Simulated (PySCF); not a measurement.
# C4H4F2: the cost of one run

The runs use PySCF 2.14.0, with density-fitted response routines of our own; the level of theory stands in each step. All values are computed, except where a source is named. Atoms count from 0, in the outputs and in this text.

### 1 The starting structure

10 atoms, charge 0, multiplicity 1; geometry from: GFN2-xTB. The atoms were then displaced at random by about 0.01 Å, so the start is not that level's minimum.

Bonds of the start (Å): F0–C1 1.31, C1–C2 1.31, C2–F3 1.39, C2–C4 1.50, C4–C5 1.56, C5–C1 1.50, C4–H6 1.10, C4–H7 1.08, C5–H8 1.07, C5–H9 1.10.

### 2 Geometry optimisation at PBE0-D3(BJ)/def2-SVP

The job: settings as JSON, then the geometry in Å.

```
{"job": {"xc": "PBE0", "basis": "def2-SVP", "d3": "d3bj", "grid": 1, "shake": 0.01, "kind": "geom"}, "charge": 0, "multiplicity": 1}
F      0.254310     2.387180    -0.191000
C      0.192810     1.078850    -0.095250
C      1.078250     0.109080    -0.069340
F      2.462420     0.043690    -0.121550
C      0.074860    -0.991760     0.058710
C     -0.981640     0.159700     0.028750
H      0.126330    -1.544810     1.002440
H      0.051520    -1.671720    -0.773880
H     -1.643170     0.141350    -0.811100
H     -1.565250     0.267520     0.951170
```

Command:

```
$ OMP_NUM_THREADS=1 python probes_run.py task.json out
```

This one command runs all jobs of the session in turn.

**Question.** How long does this first job take on 1 thread of Arm Neoverse V2, shared host, and how much memory does it need?

About 20 s, with a peak of 0.43 GiB.
